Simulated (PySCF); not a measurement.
Input of a driver script around PySCF for `F[PH2](F)F`, coordinates in Å (PBE0-D3(BJ)/def2-SVP geometry):
```
{"job": {"kind": "xas", "xc": "BHandHLYP", "basis": {"default": "aug-pcX-1", "H": "pcseg-1", "P": "def2-SVPD"}}, "charge": 0, "multiplicity": 1}
F      1.095663    -0.825126    -0.717151
P     -0.026230     0.018103     0.012663
F      0.885647     1.369487    -0.071868
F     -0.984362    -1.297857     0.128615
H      0.040087     0.078898     1.413558
H     -0.986543     0.630441    -0.807861
```

Problem. What does the run print?

Solution. 
```
coarse grid: 6128 points
cycle   1  E = -641.7470268062  dE =  4.521e-01  |g| = 8.411e-01  |ddm| = 2.213e+00
cycle   2  E = -641.7215112663  dE =  2.552e-02  |g| = 1.010e+00  |ddm| = 1.197e+00
cycle   3  E = -641.8660627271  dE = -1.446e-01  |g| = 4.629e-02  |ddm| = 5.643e-01
...
final grid: 57488 points
...
cycle  11  E = -641.8880332648  dE = -1.451e-08  |g| = 4.573e-05  |ddm| = 1.648e-04
cycle  12  E = -641.8880332651  dE = -2.887e-10  |g| = 1.128e-05  |ddm| = 3.107e-05
converged SCF energy = -641.8880332651

F K edge
   eV          f      from atoms
  684.880   0.00839   F2
  684.888   0.01306   F3
  684.970   0.02565   F0
  685.637   0.02911   F2
  685.641   0.00823   F3
  687.023   0.00062   F2
  687.024   0.00046   F3
  687.929   0.00576   F0
  687.977   0.00009   F2 F3
  687.980   0.00047   F3 F2
  688.046   0.02086   F0
  688.520   0.01109   F2
  688.522   0.01561   F3
  688.595   0.00496   F2
  688.600   0.00471   F3
  688.852   0.00269   F0
```

Computed, not measured: core-valence-separated Tamm–Dancoff BHandHLYP/aug-pcX-1 (pcseg-1 on H, def2-SVPD on P) in PySCF, non-relativistic, gas phase, PBE0-D3(BJ)/def2-SVP geometry. Atoms in this output count from 0. BHandHLYP without relativity tends to put these K edges a few eV too low, so spacings mean more than positions. The SCF starts on a coarse grid and ends on the final one.

Fluorine edge (atoms now counted from 1; roots within 0.03 eV on like atoms summed, the top roots left aside). The first line with a tenth or more of the strongest one's intensity is at 684.88 eV (f = 0.021, sum of 2), with the hole on F3/F4 (phosphorus-bound fluorine). The strongest listed is at 685.64 eV (f = 0.037, sum of 2; F3/F4).

Kohn–Sham HOMO -12.24 eV, LUMO 0.36 eV, dipole moment 1.54 D.
